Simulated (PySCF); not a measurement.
# MOOH across the third period

Level: PBE0, basis family def2-TZVP, no relativity.

Each entry is the lowest minimum that a search over a few typed start shapes (and spin states, where more than one is plausible) found, or that minimum re-optimised at the stated level; isomers with ligand–ligand bonds, or fragments after loss of a ligand pair, can lie lower. Open shells are unrestricted; no spin–orbit coupling; PySCF with density fitting.

```json
{"molecule": "AlO(OH)", "2S+1": "1", "point group": "Cs", "mean bond to the central atom (Å)": "1.631", "distinct angles (°)": "132/178", "polar-tensor charge of the central atom": "1.22", "lowest ω (cm⁻¹)": "207", "atomisation (kJ/mol)": "1378"}
{"molecule": "SiO(OH)", "2S+1": "2", "point group": "Cs", "mean bond to the central atom (Å)": "1.576", "distinct angles (°)": "117/128", "polar-tensor charge of the central atom": "0.88", "lowest ω (cm⁻¹)": "290", "atomisation (kJ/mol)": "1475"}
{"molecule": "PO(OH)", "2S+1": "1", "point group": "Cs", "mean bond to the central atom (Å)": "1.537", "distinct angles (°)": "113/111", "polar-tensor charge of the central atom": "1.06", "lowest ω (cm⁻¹)": "397", "atomisation (kJ/mol)": "1483"}
{"molecule": "SO(OH)", "2S+1": "2", "point group": "C1", "mean bond to the central atom (Å)": "1.547", "distinct angles (°)": "109/109", "polar-tensor charge of the central atom": "0.93", "lowest ω (cm⁻¹)": "106", "atomisation (kJ/mol)": "1255"}
```

Left out of the table are members whose search was unfinished or whose lowest solution was spin-contaminated, unstable, very soft or bonded differently.
